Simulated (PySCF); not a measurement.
**NO₂: doublet, from a PBE0 minimum start**

The task is one start of a wider search on NO₂: the doublet, from a PBE0 minimum start. It is relaxed, tested by its Hessian and followed downhill if it is a saddle.

Program: PySCF 2.14.0. Level of theory: PBE0, basis N def2-TZVP, O def2-TZVP, no relativity, density fitting. These are calculated values, not measurements.

### Step 1. Starting geometry

3 atoms, charge 0, spin multiplicity 2.

Bond lengths: N1–O2 1.183 Å, N1–O3 1.183 Å. Angles: O2–N1–O3 134.8°.

```xyz
3
charge 0 multiplicity 2
N     0.3162    0.0000    0.0000
O    -0.1384   -1.0918    0.0000
O    -0.1384    1.0918    0.0000
```

### Step 2. First SCF at the start

The steps below are one call of a driver around PySCF. For each, scf.py gives the equivalent set-up of the SCF; relaxations use the driver's own optimiser. After this first run the driver tries any further starts and a stability analysis.

scf.py reads:

```python
from pyscf import gto, scf, dft
mol = gto.M(atom='''
N      0.316170     0.000000     0.000000
O     -0.138400    -1.091850     0.000000
O     -0.138400     1.091850    -0.000000''',
    basis={'N': 'def2-TZVP', 'O': 'def2-TZVP'},
    charge=0, spin=1)
mf = dft.UKS(mol, xc='PBE0')
mf.grids.atom_grid = (50, 194)
aux = {'N': 'def2-universal-JKFIT', 'O': 'def2-universal-JKFIT'}
mf = mf.density_fit(auxbasis=aux)
mf.conv_tol = 1e-08
mf.diis_space = 10
mf.max_cycle = 60
mf.init_guess = 'minao'
mf.verbose = 4
mf.kernel()
```

Run with:

```sh
$ OMP_NUM_THREADS=4 python axn.py task.json out
```

Output:

```text
init E= -205.572523869522
[... the frontier-level lines of each cycle are left out ...]
cycle= 1 E= -204.800201233362  delta_E= 0.772  |g|= 0.662  |ddm|= 1.42
cycle= 2 E= -204.421205855299  delta_E= 0.379  |g|= 1.28  |ddm|= 0.841
cycle= 3 E= -204.953185920351  delta_E= -0.532  |g|= 0.0351  |ddm|= 0.524
cycle= 4 E= -204.953606146484  delta_E= -0.00042  |g|= 0.00996  |ddm|= 0.0371
cycle= 5 E= -204.95364245986  delta_E= -3.63e-05  |g|= 0.00206  |ddm|= 0.00994
cycle= 6 E= -204.953644438973  delta_E= -1.98e-06  |g|= 0.000702  |ddm|= 0.00248
cycle= 7 E= -204.953644650463  delta_E= -2.11e-07  |g|= 0.000154  |ddm|= 0.00106
cycle= 8 E= -204.953644663038  delta_E= -1.26e-08  |g|= 4.26e-05  |ddm|= 0.000131
cycle= 9 E= -204.953644665213  delta_E= -2.17e-09  |g|= 1.23e-05  |ddm|= 5.56e-05
Extra cycle  E= -204.953644665472  delta_E= -2.6e-10  |g|= 6.19e-06  |ddm|= 1.53e-05
converged SCF energy = -204.953644665472  <S^2> = 0.75411182  2S+1 = 2.0041076
```

This step, with its further starts and checks, needed 1.7 s of wall time on 4 threads of Intel Xeon Platinum 8488C (Sapphire Rapids), shared host.

The test of internal stability found no lower solution of this spin.

### Step 3. Relaxing the doublet from the PBE0 minimum start

The program finds C2v symmetry in the start, which this walk keeps. The walk stops when the largest gradient is under 0.0003 Eh/bohr and the energy has settled too.

Changes to scf.py since step 2:

```diff
@@ -3,3 +3,3 @@
-N      0.316170     0.000000     0.000000
-O     -0.138400    -1.091850     0.000000
-O     -0.138400     1.091850    -0.000000''',
+N      0.316171     0.000000     0.000000
+O     -0.138399    -1.091850     0.000000
+O     -0.138399     1.091850     0.000000''',
@@ -15 +14,0 @@
-mf.init_guess = 'minao'
```

Energy and gradient, step by step:

```csv
step,energy (Eh),change (kJ/mol),largest symmetric gradient (Eh/bohr)
0,-204.953645,0.00,0.00009
```

The walk took 0.5 s.

Geometry (Å) and forces (eV/Å) at some steps:

```
step 0
N    0.316   0.000   0.000   0.001   0.000   0.000
O   -0.138  -1.092   0.000  -0.001  -0.004   0.000
O   -0.138   1.092   0.000  -0.001   0.004   0.000
```

After 0 steps and 0.0 kJ/mol it ends at C2v: N–O 1.183 Å (×2); O–N–O 134.8°.

### Step 4. Hessian and properties

The point is checked on the finer grid, and tightened if its gradient asks for it. The Hessian and the dipole derivatives come from central differences of analytic gradients, with steps of 0.02 bohr.

Changes to scf.py since step 3:

```diff
@@ -9 +9 @@
-mf.grids.atom_grid = (50, 194)
+mf.grids.atom_grid = (75, 302)
@@ -12 +12 @@
-mf.conv_tol = 1e-08
+mf.conv_tol = 1e-10
```

This SCF starts from the last density.

SCF at the final geometry:

```text
init E= -204.953635035962
[... the frontier-level lines of each cycle are left out ...]
cycle= 1 E= -204.953635035934  delta_E= 2.78e-11  |g|= 1.11e-05  |ddm|= 6.86e-06
cycle= 2 E= -204.953635035822  delta_E= 1.12e-10  |g|= 2.14e-05  |ddm|= 1.33e-05
cycle= 3 E= -204.953635035974  delta_E= -1.51e-10  |g|= 7.4e-08  |ddm|= 8.76e-06
cycle= 4 E= -204.953635035974  delta_E= 1.14e-13  |g|= 8.26e-08  |ddm|= 8.37e-08
Extra cycle  E= -204.953635035973  delta_E= 2.27e-13  |g|= 2.24e-07  |ddm|= 1.57e-07
converged SCF energy = -204.953635035973  <S^2> = 0.7541124  2S+1 = 2.0041082
```

The whole step took 12 s.

Geometry: C2v; N–O 1.183 Å (×2); O–N–O 134.8°.

Modes, for the most abundant isotopes:

```tsv
symmetry	ω (cm⁻¹)	IR (km/mol)
a1	782	7.1
a1	1444	0.4
b2	1784	456
```

No imaginary mode, so this is a minimum.

Constants and moments:

| Quantity | Value |
| --- | --- |
| Dipole moment | 0.34 D |
| Highest occupied level | -8.22 eV |
| Lowest empty level | -3.63 eV |
| Rotational constants | 8.376, 0.442, 0.4199 cm⁻¹ |
| Zero-point energy | 24.0 kJ/mol |
| Principal polarisabilities | 9.3, 11.3, 26.4 bohr³ |
| Atomisation energy without zero-point energy | 978 kJ/mol |
| Principal traceless quadrupole moments about the centre of mass | -2.74, 0.80, 1.94 D Å |
| Entropy at 298.15 K and 1 bar (electronic part: spin only) | 239.5 J/(mol K) |
| Heat capacity Cp at 298.15 K | 36.6 J/(mol K) |
| Enthalpy at 298.15 K above 0 K | 10.16 kJ/mol |
| Rotational symmetry number | 2 |
| Spin squared ⟨S²⟩ | 0.754 |

Charges (e) and bond orders:

| atom | Mulliken | Löwdin | polar tensor | spin (Mulliken) | Mayer order to N1 |
| --- | --- | --- | --- | --- | --- |
| N1 | 0.37 | -0.11 | 0.83 | 0.48 | – |
| O2,3 | -0.19 | 0.05 | -0.41 | 0.26 | 1.79 |

Mulliken populations on N1: s 3.43, p 3.00, d 0.18, f 0.02.

### Step 5. Results

| quantity | value |
| --- | --- |
| minimum | doublet, C2v |
| geometry | N–O 1.183 Å (×2); O–N–O 134.8° |
| wavenumbers (cm⁻¹) | 782 (a1), 1444 (a1), 1784 (b2) |
| dipole moment | 0.34 D |
| highest occupied, lowest empty level (either spin) | -8.22, -3.63 eV |
| polar-tensor charge of N1 | +0.83 e |
| zero-point energy | 24.0 kJ/mol |
| entropy at 298.15 K | 239.5 J/(mol K) |
| atomisation energy (no zero-point energy) | 978 kJ/mol |
| ⟨S²⟩ | 0.754 |

The PBE0 minimum start keeps its C2v symmetry and ends in a minimum. The strongest infrared band lies at 1784 cm⁻¹ (b2). Only this shape and spin were tried, so other structures or states may lie lower.

The search up to here took 14 s.
